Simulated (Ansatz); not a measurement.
## [NH₂···H···S], triplet in cc-pVDZ: errors against UCCSDT(Q)

Geometry: a point of a hydrogen-transfer path between rigid fragments, not a stationary point.

```xyz
5

N    -1.7939   -0.0116   -0.0181
H    -2.0912    0.9562   -0.0181
H    -2.0912   -0.4139    0.8622
H    -0.7329   -0.0116   -0.0181
S     0.9381   -0.0116   -0.0181
```

Basis cc-pVDZ; Ansatz 0.2.0. Correlated methods freeze the noble-gas cores, which leaves 14 electrons in 41 orbitals. R marks a restricted (for open shells ROHF) determinant, U an unrestricted one. Active spaces: valence = (14e, 11o) chosen from the atoms' valence shells; pair = (4e, 4o) about the gap.

Full CI isn't at hand for all of this; UCCSDT(Q) serves as the reference, and is uncertain by about the last step of the cluster series. The frozen core follows each run's orbitals, which can shift R against U totals by a few meV.

For open shells CISD is restricted-active-space CI with the open shells as a complete middle space.

The UHF ⟨S²⟩ is 2.017. The T1 diagnostic (RCCSD) is 0.0216 and the largest doubles amplitude (RCCSD) is 0.039. The T1 diagnostic (UCCSD) is 0.0144.

```tsv
level	E − E(RHF) (eV)
UHF	-0.1721
RMP2	-7.8957
UMP2	-7.8676
RCCSD	-8.7831
UCCSD	-8.7871
RCCSD(T)	-8.9674
UCCSD(T)	-8.9679
```

(1) Estimate how far UCCSDT(Q) in cc-pVDZ lies from RCCSD(T). The table doesn't fix it; the size of (T) and the diagnostics are the guide.

(1) UCCSDT(Q) in cc-pVDZ lies 3.3 kJ/mol below RCCSD(T), which is 19 % of the (T) step (-17.8 kJ/mol). The diagnostics are small and one determinant leads, so the series closes fast and only a small part of (T) is left.

The other levels:

```json
{"level": "CISD", "E − E(UCCSDT(Q)) (kJ/mol)": "92.6", "share of correlation (%)": "89.33", "wall time": "3.8 s"}
{"level": "BCCD(T)", "E − E(UCCSDT(Q)) (kJ/mol)": "3.3", "share of correlation (%)": "99.62", "wall time": "7.5 s"}
{"level": "RCCSDT", "E − E(UCCSDT(Q)) (kJ/mol)": "1.5", "share of correlation (%)": "99.82", "wall time": "–"}
{"level": "UCCSDT", "E − E(UCCSDT(Q)) (kJ/mol)": "1.5", "share of correlation (%)": "99.83", "wall time": "–"}
{"level": "RCCSDT(Q)", "E − E(UCCSDT(Q)) (kJ/mol)": "0.1", "share of correlation (%)": "99.99", "wall time": "56 s"}
{"level": "CASSCF (pair space)", "E − E(UCCSDT(Q)) (kJ/mol)": "816.0", "share of correlation (%)": "6.05", "wall time": "–"}
{"level": "NEVPT2 (pair space)", "E − E(UCCSDT(Q)) (kJ/mol)": "109.9", "share of correlation (%)": "87.35", "wall time": "2.6 s"}
{"level": "MRCISD (pair space)", "E − E(UCCSDT(Q)) (kJ/mol)": "84.0", "share of correlation (%)": "90.33", "wall time": "–"}
{"level": "MRCISD+Q (pair space)", "E − E(UCCSDT(Q)) (kJ/mol)": "9.8", "share of correlation (%)": "98.87", "wall time": "2.9 s"}
{"level": "CASSCF (valence space)", "E − E(UCCSDT(Q)) (kJ/mol)": "660.6", "share of correlation (%)": "23.94", "wall time": "–"}
{"level": "NEVPT2 (valence space)", "E − E(UCCSDT(Q)) (kJ/mol)": "140.8", "share of correlation (%)": "83.79", "wall time": "7.5 s"}
```

The correlation energy at UCCSDT(Q), counted from RHF, is -9.002 eV. That run took 49 s on 1 thread of Arm Neoverse V2, shared host.

Times hold each run's SCF and search for its determinant on a shared host, so for small cases they say little of a method's own cost; they ran on 1 thread of Arm Neoverse V2.

Natural occupations of CASSCF (valence space) about the gap: 1.979 1.978 1.976 1.003 1.000 0.025 0.022 0.022; effectively unpaired electrons, Σ n²(2−n)², 2.01.
